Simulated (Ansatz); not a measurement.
## Which method gave which barrier?

Saddle point of C2H10Si, singlet (CH₆Si ([CH3][SiH3]) + CH₄ → C₂H₈Si (C[SiH2]C) + H₂; bonds formed: Si1–C7, H2–H6; bonds broken: Si1–H2, H6–C7), PBE0-D4/def2-TZVP structure:

Si1  (-0.387, -0.528, -0.194)
H2  (1.294, -0.744, -0.525)
H3  (-0.647, -1.555, -1.236)
H4  (-1.740, 0.151, -0.054)
C5  (-0.040, -0.998, 1.582)
H6  (0.901, 0.280, -0.818)
C7  (0.166, 1.396, -1.062)
H8  (-0.978, -1.261, 2.079)
H9  (0.672, -1.820, 1.661)
H10  (0.380, -0.135, 2.108)
H11  (-0.126, 2.022, -0.220)
H12  (1.102, 1.787, -1.484)
H13  (-0.598, 1.405, -1.838)
(Å)

Program: Ansatz 0.2.0. Basis: def2-TZVPP, with def2-QZVPP for the basis limit. Cores are frozen in the correlated methods. Extrapolation: Hartree–Fock as exp(−7.88 √X), correlation as X^−2.97. Four methods, as single points on the PBE0-D4 structures, gave these electronic barriers from the start structure: 69.62, 73.80, 84.14, 98.57 kcal/mol.

Q: The methods were, in alphabetical order, BHLYP-D4, HF, PBE-D4, PBE0-D4. Which gave which? (A judgement: the text doesn't fix the answer.)

A: By the calculation: PBE-D4 69.62; PBE0-D4 73.80; BHLYP-D4 84.14; HF 98.57 kcal/mol. For comparison, CCSD(T) at an estimated basis limit (MP2 extrapolated from triple and quadruple zeta, plus CCSD(T) − MP2 in triple zeta) gives 79.49 kcal/mol.

T1 diagnostic: at most 0.011.

Labels in which every atom is bracketed show which atoms are joined, not bond orders.

For scale, one of the runs: CCSD(T)/def2-TZVPP, 244 basis functions, launched by `ansatz run in.yaml --threads 4 --pin off --events-out ev --progress --plain --max-ram 9574MiB`. Time: 2.2 min of wall clock on 4 CPU threads of an AMD EPYC; the host was shared. Peak host memory: 4.8 GiB.
